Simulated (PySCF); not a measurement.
Dipole moment and polarisability of 3-pentanol

3-pentanol, C5H12O.
Structure used (GFN2-xTB), in Å, numbered top down from 1:
```
atom  x, y, z in Å
C1     2.4924    0.4746   -0.2057
C2     1.2112   -0.2178   -0.6550
C3     0.0036    0.2181    0.1874
O4     0.1946   -0.0863    1.5521
C5    -1.2937   -0.4068   -0.3466
C6    -2.5165    0.0955    0.4122
H7     3.3496    0.0875   -0.7514
H8     2.6518    0.3149    0.8580
H9     2.4241    1.5455   -0.3811
H10    1.0141    0.0118   -1.7035
H11    1.3284   -1.3021   -0.5656
H12   -0.0821    1.3099    0.1609
H13    0.2828   -1.0431    1.6368
H14   -1.3915   -0.1693   -1.4072
H15   -1.2241   -1.4948   -0.2516
H16   -2.6537    1.1614    0.2458
H17   -2.3869   -0.0677    1.4795
H18   -3.4129   -0.4250    0.0833
```

Level: CAM-B3LYP/def2-SVPD (PySCF), static field, nuclei fixed, core orbitals frozen in the response. The polarisability tensor in these axes (au):

```
x   76.76  1.17 -1.72
y    1.17 61.64  0.08
z   -1.72  0.08 63.16
```

Question: What are the eigenvalues, a third of the trace, and Δα (Δα² = ½Σ(αi − αj)² over the three pairs)?

Answer: Principal values 61.52, 62.98 and 77.06 au; mean 67.19 au = 9.96 Å³ = 11.08 × 10⁻⁴⁰ C²·m²/J; Δα = 14.86 au (22 % of the mean).

Question: What is the dipole moment, and where does it point?

Answer: (-0.07, -1.04, -1.28) D, 1.66 D in size, pointing from the negative to the positive side. Measured along this direction, the outermost atoms are O4 at the negative end and H10, H14, H11 and H15 at the positive end.

Question: Give the principal axes and the span of the nuclei along them.

Answer: Largest value along (0.99, 0.07, -0.12), where the nuclei span 6.83 Å; middle along (0.11, 0.16, 0.98), 3.09 Å; least along (-0.09, 0.99, -0.15), 2.68 Å. The response follows the extents in order.

Question: What would n − 1 = 2πNα be for an ideal gas of these molecules at 500 K and 1 atm, electronic part alone?

Answer: N = p/kT = 1.4678 × 10¹⁹ cm⁻³, so n − 1 = 2π × N × 9.96 × 10⁻²⁴ cm³ = 918 × 10⁻⁶ at long wavelengths, for an ideal gas.

Question: What are the principal values of the traceless quadrupole moment, Θ = ½Σq(3rr − r²1), about the centre of nuclear charge?

Answer: -4.66, -1.25, 5.92 D·Å. The values depend on the origin, since the dipole doesn't vanish. The electronic extent ⟨r²⟩ about the same centre is 796 bohr², a root-mean-square distance of 2.11 Å for the 50 electrons.

Question: Rayleigh depolarisation ratio (linearly polarised light, static tensor)?

Answer: ρ = 3Δα²/(45ᾱ² + 4Δα²) = 662.7/(203130 + 883.7) = 0.00325.

Question: In TDDFT the mean static polarisability is Σ f/ω² over all singlet excitations (ω in hartree). How much of it do the 8 lowest give? Their energies (eV) and oscillator strengths: 7.08, 0.0078; 8.13, 0.0000; 8.42, 0.0064; 8.48, 0.0195; 8.61, 0.0021; 9.15, 0.0129; 9.22, 0.0001; 9.24, 0.0406.

Answer: They add up to 0.87 au, 1.3 % of the 67.19 au; the largest single term is 0.35 au, from the state at 9.24 eV. Terms in order: 0.11, 0.00, 0.07, 0.20, 0.02, 0.11, 0.00, 0.35 au. Higher excitations give the rest. The strengths listed sum to 0.089.

Geometry: GFN2-xTB, one conformer, isolated molecule.
